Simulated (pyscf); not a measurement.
**Routes from `[CH3][Zn][NH2]` + `[H][H]`**

Candidate steps break at most two bonds and form at most two. Each was searched with GFN2-xTB (tblite) first. Single points on ωB97X-D3(BJ)/def2-SVP structures (PySCF, gas phase). Energies: ωB97M-D3(BJ)/def2-TZVP, kJ/mol, from the separated reactants, singlet surface; ΔG‡ with ideal gas, 1 atm, RRHO with modes under 100 cm⁻¹ raised to 100, one conformer, R ln 2 for chiral ones without a mode under 150 cm⁻¹.

```json
[
 {"products": "H₃C–ZnH + NH₃", "type": "four-centre exchange", "ΔE‡": "104.3", "ΔE": "-6.8", "ΔG‡ 298 K": "141.5", "ΔG‡ 900 K": "218.3", "ν‡ (cm⁻¹)": "1355i"},
 {"products": "CH₄ + H₂N–ZnH", "type": "four-centre exchange", "ΔE‡": "183.5", "ΔE": "-45.1", "ΔG‡ 298 K": "220.2", "ΔG‡ 900 K": "297.0", "ν‡ (cm⁻¹)": "1602i"}
]
```

Row 1: On the product side the descent ends in an adduct with a N–Zn contact, 47.9 kJ/mol under the separated species and 152.9 kJ/mol under the saddle at ωB97X-D3(BJ)/def2-TZVP. 

Plain bond fissions and candidates not yet searched are not listed, and one of them may be faster. Each barrier is that of the saddle found; lower ones may exist. Elements up to Kr have no core potential and no relativistic terms here.
